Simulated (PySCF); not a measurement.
## Simulated absorption spectrum

C4H4F2.
SMILES: `C1[C@H](C(F)=C1)F`

Computed with PySCF, TDDFT PBE0/def2-SVPD, vertical, gas phase, core orbitals frozen in the response. Isolated species at its GFN2-xTB geometry, gas phase.

Each state is given a Gaussian of 0.5 eV full width at half maximum, with ε(max) = 2.175×10⁸ f / Δν̃ (Δν̃ the width in cm⁻¹). The cross-section is σ = 3.8235×10⁻²¹ ε cm², given in Mb (10⁻¹⁸ cm²). The width is an assumption, not a result. The curve ends short of the highest state used, and states not computed would add to its high-energy end.

| λ (nm) | σ (Mb) |
| --- | --- |
| 146.6 | 5.02 |
| 148.2 | 6.14 |
| 149.7 | 7.63 |
| 151.2 | 8.89 |
| 152.7 | 9.43 |
| 154.3 | 9.14 |
| 155.8 | 8.43 |
| 157.3 | 7.76 |
| 158.8 | 7.42 |
| 160.4 | 7.39 |
| 161.9 | 7.48 |
| 163.4 | 7.48 |
| 164.9 | 7.42 |
| 166.5 | 7.54 |
| 168.0 | 8.26 |
| 169.5 | 9.99 |
| 171.0 | 12.93 |
| 172.5 | 16.93 |
| 174.1 | 21.66 |
| 175.6 | 25.63 |
| 177.1 | 28.23 |
| 178.6 | 28.90 |
| 180.2 | 27.34 |
| 181.7 | 24.14 |
| 183.2 | 19.93 |
| 184.7 | 15.43 |
| 186.3 | 10.98 |
| 187.8 | 7.52 |
| 189.3 | 4.87 |
| 190.8 | 2.99 |
| 192.4 | 1.69 |
| 193.9 | 0.94 |
| 195.4 | 0.50 |
| 196.9 | 0.25 |
| 198.5 | 0.12 |
| 200.0 | 0.06 |

(1) Locate the maxima and give the states behind the curve.

(2) Does any computed singlet lie in the visible range?

(3) On this curve, what absorbance would a 10⁻⁵ mol/L sample give at 193 nm over a 1 cm path?

(4) Coming from long wavelengths, where does ε first pass 100 L mol⁻¹ cm⁻¹?

Answers

(1) 178 nm (6.95 eV), ε about 7600, made up of S1 (99%); 163 nm (7.62 eV), ε about 2000, made up of S2 (43%) and S4 (35%) (hardly more than a shoulder); 153 nm (8.11 eV), ε about 2500, made up of S6 (89%) (ε in L mol⁻¹ cm⁻¹; maxima over ε = 5, shares over 10%). The states used: S1 6.95 eV (f 0.140); S2 7.50 eV (f 0.018); S3 7.63 eV (f 0.0019); S4 7.68 eV (f 0.013); S5 7.84 eV (f 0.0052); S6 8.14 eV (f 0.041); S7 8.72 eV (f 0.022); S8 9.05 eV (f 0.0018).

(2) No computed singlet lies in the visible range (380 to 750 nm); the lowest, at 178 nm, stands 3.69 eV above its violet end (3.26 eV).

(3) 193 nm is 6.424 eV, where ε is about 350 L mol⁻¹ cm⁻¹, so A = ε c l ≈ 0.0035 (Beer–Lambert, with the gas-phase spectrum and the assumed width).

(4) At about 196 nm (6.33 eV), 0.62 eV below S1.
